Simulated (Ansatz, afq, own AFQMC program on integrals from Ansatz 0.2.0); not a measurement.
**Where AFQMC and coupled cluster stand for BGeH3, singlet**

```yaml
atoms:
  - { symbol: Ge, position_ang: [-0.0270, 0.0000, 0.2328] }
  - { symbol: B, position_ang: [0.1222, 0.0000, -1.4958] }
  - { symbol: H, position_ang: [0.4161, 1.2770, 0.9506] }
  - { symbol: H, position_ang: [0.4161, -1.2770, 0.9506] }
  - { symbol: H, position_ang: [-0.1945, 0.0000, -2.6358] }
```

Connectivity, by distances: GeH2–BH.

Basis cc-pVDZ. Noble-gas cores (and the filled d shells of Ga–Kr and In–Xe) are frozen. AFQMC by an in-house program on the Cholesky factors that Ansatz 0.2.0 writes for its CCSD(T) run. ph-AFQMC/CISD is guided by a CISD state made of CCSD amplitudes; releasing the constraint for a short imaginary time cuts its bias at the price of noise, slowly where states lie close. ± is one standard error of the sampling. No spin–orbit coupling.

Determinant: UHF, the one that the program's search chose, which needn't be the lowest solution. The geometry is a point of a scan.

No full CI on the walks' own integrals is used here; CCSDT(Q) serves as the reference and is uncertain by about the last step of the cluster series.

Cautions: no relativity below Rb; no spin-orbit coupling; inner d shell frozen; an unrestricted solution with more broken spin lies lower (54 meV, ⟨S²⟩ 0.28), while this determinant keeps restricted orbitals; the released energies are still falling, so no released level is given (meV from the phaseless value at times in 1/Eh: -21 ± 13 at 0.24, -14 ± 11 at 0.51, -31 ± 11 at 0.99, -37 ± 12 at 1.62, -46 ± 17 at 2.40), though the last usable value meets CCSDT(Q) within the noise.

```
T1 diagnostic                               : 0.0186
weight of the determinant in the CISD state : 0.864
⟨S²⟩ of the determinant                     : 0.000
size of the correlated space                : 10 electrons in 41 orbitals
```

Reference: CCSDT(Q), correlation energy -5.862 eV.

| level | E − E(reference) (kJ/mol) | share of correlation (%) |
| --- | --- | --- |
| HF | 565.6 | 0.00 |
| MP2 | 122.1 | 78.41 |
| CCSD | 23.6 | 95.82 |
| CCSD(T) | 4.4 | 99.22 |
| CCSDT | 1.1 | 99.80 |
| ph-AFQMC/CISD | 2.9 ± 1.4 | 99.49 |

A walk keeps the symmetry of its determinant, which the program's search chose and which needn't be the lowest solution, so a lower state of the same spin and another symmetry isn't excluded.
